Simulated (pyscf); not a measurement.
Single points on ωB97X-D3(BJ)/def2-SVP structures (PySCF, gas phase).

Question: Estimate the classical barrier height and the reaction energy of Cl–GeH₂–Cl -> HCl + Cl–GeH: [singlet] at PBE0-D3(BJ)/def2-TZVP. The step runs on the singlet surface, breaks Cl–Ge, Ge–H and forms Cl–H; take the reactant's lowest minimum found as zero.

Answer: ΔE‡ = 52.9 kcal/mol, ΔE = +46.1 kcal/mol. CCSD(T)/def2-TZVPP + ΔMP2(QZVPP) gives 56.7 kcal/mol and +44.3 kcal/mol. Zero-point energy shifts the barrier by -2.7 kcal/mol. It is a 1,1-elimination, with an imaginary mode of 1164i cm⁻¹. On the product side the descent ends in a bound adduct (not fully relaxed), 8.0 kcal/mol under the separated species and 19.9 kcal/mol under the saddle at ωB97X-D3(BJ)/def2-TZVP. At ωB97X-D3(BJ) the barrier from the zero used here is 60.6 kcal/mol. One saddle was located; it need not be the lowest between these sides. The CCSD(T) − MP2 part came from Ansatz, without density fitting, on the same reference. The frozen core leaves the outer d or s,p core shells of the metals and heavy elements correlated in the MP2 and CC values, and def2-TZVPP describes them poorly, which can shift differences by a few kcal/mol. Elements up to Kr have no core potential and no relativistic terms here.
